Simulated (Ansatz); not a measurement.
## Worked example: correlation energy of Ga–SiH–Ga, doublet

Geometry: displaced at random from a stationary point.

```xyz
4

Ga    0.0023   -0.5234    2.5394
Si    0.0015   -0.2594    0.0110
Ga    0.0495   -0.4802   -2.5487
H    -0.0533    1.2630   -0.0017
```

Basis cc-pVDZ; Ansatz 0.2.0. Correlated methods freeze the noble-gas cores and the filled d shells of p-block atoms, which leaves 11 electrons in 44 orbitals. Prefix R: restricted or restricted open-shell reference; prefix U: unrestricted. No spin–orbit coupling is included, and no scalar relativity.

Full CI isn't at hand for all of this; UCCSDT(Q) serves as the reference, and is uncertain by the last step of the cluster series or more.

UCCSD has a T1 diagnostic of 0.033 and a largest doubles amplitude of 0.06.

Runs differ by some tens of microhartree through their thresholds and, for an open shell, their frozen cores, so steps under 0.03 kcal/mol mean nothing.

```tsv
level	total energy (hartree)
UHF	-4135.907005
UMP2	-4136.073373
UCCSD	-4136.118667
UCCSD(T)	-4136.126897
UCCSDT	-4136.128689
UCCSDT(Q)	-4136.129373
```

Question: What is the correlation energy at UCCSDT(Q), and what share of it do UMP2 and UCCSDT recover?

Answer: E(corr) = -4136.129373 − (-4135.907005) = -0.222368 hartree = -6.051 eV. UMP2: -0.166368 / -0.222368 = 74.82 %. UCCSDT: -0.221684 / -0.222368 = 99.69 %.

Question: By how many kcal/mol does UCCSD(T) miss UCCSDT(Q) (1 hartree = 627.509 kcal/mol), and which steps make up the rest?

Answer: -4136.126897 − (-4136.129373) = 0.002476 hartree = 1.55 kcal/mol. Steps: UCCSDT − UCCSD(T) = -1.12, UCCSDT(Q) − UCCSDT = -0.43 kcal/mol. Differences between like states or geometries often cancel part of this.
